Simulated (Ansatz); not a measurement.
**B₂O (triplet): wave-function methods side by side, cc-pVDZ**

How much of the correlation energy of B₂O (triplet) does each wave-function method recover here?

Method: cc-pVDZ, core rule «outside noble gas», up to 3 orbitals frozen; program: Ansatz 0.2.0, Gaussian basis.

Plan: UHF; CCSD(T) on ROHF; CCSD(T) on UHF; BCCD(T) on ROHF; CISD; CCSDT(Q) on ROHF; CCSDT(Q) on UHF.

6 further runs of the same task are left out: 2 for a known fault of the program, 4 set aside as unsound or not needed.

### Step 1. What is computed

The geometry is a PBE0/def2-TZVP stationary point (not a proven minimum) of the parent state, kept for this charge and spin.

3 atoms, charge 0, spin multiplicity 3.

Atoms are counted from 1 here; the program's logs count them from 0.

Bond lengths: B1–B2 1.789 Å, B2–O3 1.202 Å. Angles: B1–B2–O3 180.0°.

### Step 2. UHF

Contents of in.yaml:

```yaml
crystal:
  periodic: [false, false, false]
  atoms:
    - {symbol: B, position_ang: [0.000000, 0.000000, 1.593267]}
    - {symbol: B, position_ang: [0.000000, 0.000000, -0.195733]}
    - {symbol: O, position_ang: [0.000000, 0.000000, -1.397533]}
basis:
  gaussian: {orbitals: cc-pVDZ}
magnetization: {spin_polarized: true, initial_magnetization: 2}
hamiltonian: {xc: hf}
output: {orbitals: {seedname: orbitals}}
```

Started as:

```
ansatz run in.yaml --threads 1 --pin off --events-out ev --progress --plain --max-ram 4096MiB --backend cpu
```

The runs that follow: CCSD(T) on ROHF; CCSD(T) on UHF; BCCD(T) on ROHF; CISD; CCSDT(Q) on ROHF; CCSDT(Q) on UHF.

**Question.** What will the summary of the whole plan be? Wanted: UCCSDT(Q) below the RHF energy; RMP2 from UCCSDT(Q); UMP2 from UCCSDT(Q); RCCSD from UCCSDT(Q); RCCSD(T) from UCCSDT(Q); UCCSD(T) from UCCSDT(Q); RCCSDT(Q) from UCCSDT(Q); T1 diagnostic.

**Answer**, as computed:

```
                         quantity                      value
   UCCSDT(Q) below the RHF energy                 -8.6390 eV
              RMP2 from UCCSDT(Q)               +74.3 kJ/mol
              UMP2 from UCCSDT(Q)               +73.8 kJ/mol
             RCCSD from UCCSDT(Q)               +36.2 kJ/mol
          RCCSD(T) from UCCSDT(Q)                +6.2 kJ/mol
          UCCSD(T) from UCCSDT(Q)                +6.2 kJ/mol
         RCCSDT(Q) from UCCSDT(Q)                +0.7 kJ/mol
levels within 1 kcal/mol (43 meV)  RCCSDT, UCCSDT, RCCSDT(Q)
                    T1 diagnostic                      0.029
```

In words: RCCSD(T) lands +6.2 kJ/mol from the yardstick (0.7 % of the correlation energy). These misses are within one basis, not against nature; the frozen cores of restricted and unrestricted runs differ, which can shift their rows.
